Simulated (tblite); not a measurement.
Start geometry of `CC[C@H](N)[S]` [radical] from a force field or distance geometry (Å):
```
atom  x, y, z in Å
C1     1.5561   -0.5353   -0.1700
C2     0.4230    0.4117   -0.6149
C3    -0.6677    0.5284    0.4533
N4    -1.4009   -0.7048    0.6227
S5    -2.0239    1.5820   -0.1207
H6     2.3330   -0.5520   -0.9288
H7     1.1842   -1.5532   -0.0437
H8     1.9977   -0.1963    0.7793
H9     0.8733    1.3909   -0.7998
H10    0.0275    0.0484   -1.5613
H11   -0.2410    0.8367    1.4040
H12   -1.8750   -0.8332   -0.2667
H13   -2.1907   -0.4228    1.2287
```

Q: What comes out of this run: GFN2-xTB geometry optimisation, gas phase (tblite)?

A: 
```
atom  x, y, z in Å
C1     1.5042   -0.5326   -0.1535
C2     0.4236    0.4316   -0.6271
C3    -0.6968    0.5460    0.4009
N4    -1.3687   -0.6975    0.5824
S5    -1.8750    1.8718   -0.1170
H6     2.2720   -0.6376   -0.9157
H7     1.0730   -1.5087    0.0503
H8     1.9688   -0.1644    0.7579
H9     0.8505    1.4218   -0.7947
H10   -0.0002    0.0828   -1.5715
H11   -0.2968    0.8761    1.3640
H12   -1.7682   -1.0402   -0.2840
H13   -2.0908   -0.6487    1.2902
```

The energy falls by 7.6 kcal/mol over 48 L-BFGS steps, the largest force on an atom goes from 1.09 to 0.009 eV/Å, and the atoms move by 0.147 Å rms after alignment. The bond that changes most is C3–S5 (ends: carbon bonded to C, N, S and H; sulfur bonded to C), which lengthens by 0.037 Å. Bonds longer at the end by more than 0.005 Å: 2 of 12; shorter: 5. Among the angles that change most is N4–C3–S5, from 98.8° to 111.2°. Among the dihedrals that turn most is C2–C3–N4–H13, from -170° to 178°. Rotational constants go from 7939, 2358, 1962 to 7246, 2378, 1923 MHz. The orientation of the end geometry is arbitrary; only internal coordinates are fixed.

On Arm Neoverse V2, one thread, no GPU (shared host), this took 0.18 s of wall time.

Its GFN2-xTB frequencies are all real (lowest 97 cm⁻¹).

One conformer stands for the species.

All values are computed, not measured.
